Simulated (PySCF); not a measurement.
Homolysis of single bonds, series B CH3-H. Isolated molecules, 0 K electronic values unless said otherwise. Strings in code marks are SMILES.

Method: PySCF with PBE-D3(BJ)/def2-TZVP // B3LYP-D3(BJ)/def2-TZVP. 

```tsv
species	dipole moment (D)
whole molecule (`CB(C)C`)	0.01
radical fragment (`C[B]C`)	1.13
radical fragment (`[CH3]`)	[?]
whole molecule (`CBC`)	0.46
radical fragment (`[BH]C`)	1.31
whole molecule (`BC`)	[?]
radical fragment (`[BH2]`)	0.51
whole molecule (`B`)	0.00
```

### Question
Some entries are withheld; supply them.

### Answer

- radical fragment (`[CH3]`), dipole moment (D): 0.00
- whole molecule (`BC`), dipole moment (D): 0.77
